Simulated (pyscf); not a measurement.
Optimised with ωB97X-D3(BJ)/def2-SVP in PySCF.

Question: Estimate the classical barrier height and the reaction energy of H₃C–GaH₂ (SMILES [CH3][GaH2]) + HF (SMILES F) -> H₃C–GaH–F (SMILES [CH3][GaH][F]) + H₂ (SMILES [H][H]) at ωB97M-D3(BJ)/def2-TZVP. The step runs on the singlet surface, breaks Ga–H, F–H and forms F–Ga, H–H; take the separated reactants as zero.

Answer: ΔE‡ = 0.08 eV, ΔE = -0.95 eV. Zero-point energy shifts the barrier by +0.03 eV. It is a four-centre exchange, with an imaginary mode of 1011i cm⁻¹. On the reactant side the descent ends in an adduct with a F–Ga contact, 0.31 eV under the separated species and 0.35 eV under the saddle at ωB97X-D3(BJ)/def2-TZVP. What is counted as formed (F–Ga) is already present as a longer contact in the reactant adduct; forming that adduct is a step of its own. At the saddle there is also a short Ga–H contact that neither side keeps. This is the saddle that the search found; another between the same sides may lie lower. Elements up to Kr have no core potential and no relativistic terms here.
